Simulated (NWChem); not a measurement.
H2Si (+1)

```
Si
H 1 1.5137
H 1 1.5137 2 119.91
```
Charge +1, spin multiplicity 2.

The numbers come from NWChem runs, not from measurements. All single points use one geometry, from UPBE/def2-SVP, a minimum by its harmonic frequencies.

The correlated methods keep 5 core orbitals frozen. This spin state was chosen for the runs; another may lie lower. The structure started from a generated list of species. The unpaired electrons of the parent sit in orbitals of symmetry a1 (C2v labels of the run); other states weren't searched. No SCF solution was tested for a lower state.

Worked example. A B2PLYP run in 3-21G ends its self-consistent part (53 % exact exchange, 47 % B88, 73 % LYP) at -288.58986 Ha, and second-order perturbation theory on those orbitals gives -0.04537 Ha unscaled.

The perturbative term enters with the weight 0.27: -288.58986 + 0.27·(-0.04537) = -288.60211 Ha is the total energy.
